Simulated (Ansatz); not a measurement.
# LO phonon frequency at L of cubic BN at several levels of theory

No measured value is used here.

```csv
level (code),value (cm⁻¹),cell (Å³/atom)
LDA (Ansatz),1148,5.74
PBE (Ansatz),1123,5.95
PBE-D3(BJ) (Ansatz),1134,5.86
r²SCAN+rVV10 (Ansatz),[?],5.86
B3LYP (VWN-RPA form) (Ansatz),1167,5.91
PBE0 (Ansatz),1169,5.82
r²SCAN0 (Ansatz),[?],5.78
r²SCANh (Ansatz),1170,5.84
Hartree–Fock (Ansatz),[?],5.83
```

Problem. Some entries are withheld; supply them.

Solution. 
- r²SCAN+rVV10 (Ansatz, a first-principles code), value (cm⁻¹): 1159
- r²SCAN0 (Ansatz), value (cm⁻¹): 1188
- Hartree–Fock (Ansatz), value (cm⁻¹): 1258

PBE-D3(BJ): the dispersion coefficients are held fixed in the derivatives. Each level is taken at its own relaxed cell. Cutoffs and k meshes differ between the levels. Ansatz's density-functional and Hartree–Fock values are scalar-relativistic unless marked +SOC, with PAW data made under PBE.
